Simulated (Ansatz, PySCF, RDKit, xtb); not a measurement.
**OCS−: a search for the lowest isomer**

Given the formula OCS− (charge -1, odd number of electrons) and nothing else, which arrangement of the atoms is the most stable in the gas at 298.15 K, and what are its properties?

The funnel: GFN2-xTB relaxations, single points with a density functional, relaxations at PBE0-D3(BJ)/def2-SVPD, harmonic vibrations, and a last energy at a higher level. All values are calculated.

6 further runs of the same task are left out: 6 set aside as unsound or not needed.

## (1) Possible bonding patterns

A program enumerates the bonding patterns with one Lewis structure each (two rings at most, one unusual centre or charged pair), with their diastereomers. O–O, O–halogen and N–halogen bonds and N–N–N chains are not drawn. That gives 3 candidates.

```csv
label,SMILES,spin
c007,O=[C][S-],doublet
c514,[C]#S[O-],doublet
c603,[C-]1=[S]O1,doublet
```

Candidates are built by distance geometry, with a force field where one applies, in up to four conformers (letters a to d). 2 starts with atoms placed at random are added, to find patterns that the rules miss.

**Question.** With final energies at CCSD(T)/def2-SVPD, which structure will this search put lowest in free energy, and by what margin?

| quantity | value |
| --- | --- |
| lowest structure found | O=[C][S-], doublet, Cs |
| next finalist | [C]#S[O-], doublet, 78.0 kcal/mol higher in G |
| share at equilibrium, among the finalists | 100.0 % |
| harmonic wavenumbers, lowest and highest (PBE0-D3(BJ)/def2-SVPD) | 496 and 1752 cm⁻¹ |
| rotational constants, same geometry | 6.673, 0.2029, 0.1969 cm⁻¹ |
| HOMO energy (highest over α and β) (PBE0/def2-TZVPD) | 0.58 eV |
| LUMO energy (lowest over α and β) (PBE0/def2-TZVPD) | 3.72 eV |
| lowest excitation (TD-B3LYP/def2-SVPD) | 2.21 eV (f = 0.000) |
| strongest of the states computed, same level | 3.33 eV (f = 0.033) |
| vertical detachment energy | 1.60 eV |
| vertical quartet less doublet | +4.03 eV |

The lowest structure found is `O=[C][S-]`. The margin of 78.0 kcal/mol over the next finalist is beyond the usual error of the last level; it says nothing of structures that weren't ranked. GFN2-xTB, HF/STO-3G, r2SCAN-D4/def2-SVPD, PBE0-D3(BJ)/def2-SVPD, HF/def2-SVPD and MP2/def2-SVPD already put its bonding pattern lowest among the structures in one piece. In an anion, excitations above the detachment energy lie in the continuum and hang on the basis, so they needn't be bound states. The stability test raises a flag; for an open shell a flag towards a general spinor solution can be the free rotation of the spin. Lowest found is not proven lowest: the search is finite, and each finalist counts with one conformer.
